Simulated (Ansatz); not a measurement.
# AlF2 radical: basis-set convergence

How large a basis does AlF2 radical need? Two functionals are run in growing sets.

The runs use Ansatz 0.2.0, Gaussian basis; one geometry, several basis sets.

Levels to be run: PBE0-D4/def2-SVP; ωB97M-V/def2-SVP; PBE0-D4/def2-QZVPP; ωB97M-V/def2-QZVPP; the functionals' def2-TZVPP values are taken from earlier runs.

### 1 The relaxed structure

The geometry comes from an earlier relaxation with PBE0-D4 in a triple-zeta def2 set; it is a stationary point.

SMILES `[F][Al][F]`, 3 atoms, charge 0, spin multiplicity 2.

Atoms are counted from 1 here; the program's logs count them from 0.

Bond lengths: F1–Al2 1.647 Å, Al2–F3 1.647 Å. Angles: F1–Al2–F3 119.7°.

### 2 PBE0-D4 in def2-SVP

in.yaml reads:

```yaml
crystal:
  periodic: [false, false, false]
  atoms:
    - {symbol: F, position_ang: [0.532970, -1.361180, 0.136357]}
    - {symbol: Al, position_ang: [0.388651, 0.275388, 0.245222]}
    - {symbol: F, position_ang: [-0.932521, 1.020992, -0.394781]}
basis:
  gaussian: {orbitals: def2-SVP}
magnetization: {spin_polarized: true, initial_magnetization: 1}
hamiltonian: {xc: pbe0, dispersion: d4}
output: {orbitals: {seedname: orbitals}}
```

Further steps of the session: ωB97M-V in def2-SVP; PBE0-D4 in def2-QZVPP; ωB97M-V in def2-QZVPP.

Q: Predict the results of all the runs planned. Wanted: PBE0-D4: double and triple zeta above quadruple; ωB97M-V: double and triple zeta above quadruple.

**Answer**, as computed:

| quantity | value |
| --- | --- |
| PBE0-D4: double and triple zeta above quadruple | 9.99, 0.55 eV |
| ωB97M-V: double and triple zeta above quadruple | 10.06, 0.53 eV |

**Reading.** For PBE0-D4 the step from double to triple zeta gains 9.44 eV and the next only 0.55 eV. Total energies overstate the basis error of differences, where much of it tends to cancel.
